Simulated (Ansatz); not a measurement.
C$_{6}$H$_{14}$ (`CCC(C)CC`). The species carries charge 0 and has multiplicity 1. The geometry is a stationary point of PBE0-D4/def2-TZVP. It is one conformer, not always the lowest.

```xyz
20

C     2.164   -0.099    0.723
C     0.998    0.860    0.902
C    -0.347    0.375    0.356
C    -0.834   -0.875    1.078
C    -0.310    0.185   -1.160
C    -1.674   -0.030   -1.794
H     2.361   -0.308   -0.331
H     3.079    0.323    1.147
H     1.986   -1.054    1.223
H     1.243    1.814    0.421
H     0.878    1.082    1.969
H    -1.071    1.176    0.561
H    -1.860   -1.127    0.801
H    -0.812   -0.735    2.162
H    -0.209   -1.742    0.842
H     0.341   -0.662   -1.406
H     0.159    1.069   -1.609
H    -2.141   -0.956   -1.450
H    -2.353    0.793   -1.554
H    -1.598   -0.090   -2.882
```

Problem. What is the dipole moment at B3LYP/def2-TZVPP? (Estimate.)

Solution. Computed: 0.11 D, with components (0.00, 0.11, 0.00) D in this frame, pointing from negative to positive charge.

Problem. And with PBE, r2SCAN, ωB97M-V? (Best estimate.)

Solution. Computed: PBE 0.11 D, r2SCAN 0.10 D, ωB97M-V 0.11 D.

Problem. Give the Mulliken charges with B3LYP, ωB97M-V, PBE in def2-TZVPP. (An estimate is asked.)

Solution. The calculation gave: 
```csv
atom,B3LYP,ωB97M-V,PBE
C1,-0.27,-0.32,-0.27
C2,-0.09,-0.17,-0.09
C3,0.12,-0.03,0.12
C4,-0.30,-0.34,-0.29
C5,-0.10,-0.16,-0.10
C6,-0.27,-0.33,-0.27
H7,0.07,0.10,0.08
H8,0.08,0.11,0.08
H9,0.08,0.10,0.08
H10,0.05,0.09,0.05
H11,0.05,0.09,0.05
H12,0.02,0.07,0.02
H13,0.08,0.11,0.08
H14,0.08,0.11,0.07
H15,0.07,0.10,0.07
H16,0.05,0.09,0.05
H17,0.06,0.09,0.05
H18,0.08,0.10,0.08
H19,0.07,0.10,0.07
H20,0.08,0.11,0.08
```

B3LYP here is the variant with VWN-RPA as its local correlation; programs differ in this.
